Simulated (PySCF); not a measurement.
**[C5H3]+ (SMILES C#C[c+]1cc1) at HF/ANO-RCC-MB (sfX2C)**

We compute a structure relaxation of [C5H3]+. 

The calculation is run with PySCF 2.14.0.

1 further run of the same task is left out (it didn't finish).

## Step 1: Starting point

[C5H3]+ has 8 atoms, charge +1, and is taken as a singlet. As SMILES, `C#C[c+]1cc1`. The shape is that of a GFN2-xTB optimisation. The run starts from this shape.

Bond lengths: C1–C2 1.211 Å, C2–C3 1.358 Å, C3–C4 1.400 Å, C3–C5 1.400 Å, C4–C5 1.359 Å, C1–H6 1.057 Å, C4–H7 1.069 Å, C5–H8 1.070 Å. Some angles: C1–C2–C3 179.6°, C2–C3–C4 150.9°, C2–C3–C5 151.0°, C4–C3–C5 58.1°, C3–C4–C5 60.9°, C3–C5–C4 61.0°, C2–C1–H6 179.5°, C3–C4–H7 148.3°, C5–C4–H7 150.7°, C3–C5–H8 148.4°.

## Step 2: A geometry optimisation at HF/ANO-RCC-MB (sfX2C)

job.py

```python
# C#C[c+]1cc1
from pyscf import gto, scf
from pyscf.geomopt.geometric_solver import kernel as optimise

system = gto.M(
    atom='''
C       -0.862560       1.875480       1.159810
C       -0.425870       0.914430       0.566020
C        0.071760      -0.159740      -0.099560
C        1.146870      -0.968630      -0.486750
C       -0.105080      -1.287640      -0.909580
H       -1.252070       2.710290       1.679100
H        2.198040      -1.162780      -0.452860
H       -0.771090      -1.921400      -1.456180
''',
    basis='ano-rcc-mb',
    charge=1,
    max_memory=1860,
    verbose=3,
)

calc0 = scf.RHF(system)
calc0 = calc0.sfx2c1e()
calc0.conv_tol = 1e-10
converged, mol_eq = optimise(calc0, maxsteps=60, convergence_set='GAU_TIGHT')
print('converged:', converged)
print(mol_eq.tostring())

calc0.reset(mol_eq)
system = mol_eq
calc0.kernel()
if not calc0.converged:
    calc0 = calc0.newton().run(calc0.mo_coeff, calc0.mo_occ)
etot = calc0.e_tot
print('Final energy', etot)
```

Command:

```bash
$ OMP_NUM_THREADS=1 python job.py
```

What values should one expect? Wanted: total energy at the end; HOMO energy; LUMO energy; HOMO–LUMO gap.

Computed results:

At HF/ANO-RCC-MB (sfX2C):

| quantity | value |
| --- | --- |
| total energy at the end | -190.45600 Eh |
| HOMO energy | -17.98 eV |
| LUMO energy | -5.26 eV |
| HOMO–LUMO gap | 12.72 eV |

At the final geometry: Bond lengths: C1–C2 1.229 Å, C2–C3 1.449 Å, C3–C4 1.447 Å, C3–C5 1.447 Å, C4–C5 1.432 Å, C1–H6 1.147 Å, C4–H7 1.161 Å, C5–H8 1.161 Å. Some angles: C1–C2–C3 180.0°, C2–C3–C4 150.3°, C2–C3–C5 150.3°, C4–C3–C5 59.3°, C3–C4–C5 60.3°, C3–C5–C4 60.3°, C2–C1–H6 180.0°, C3–C4–H7 149.3°, C5–C4–H7 150.3°, C3–C5–H8 149.3°. The optimisation took 9 steps and changed the energy by -0.966 eV. Mulliken charges run from -0.05 on C2 to +0.33 on H7.
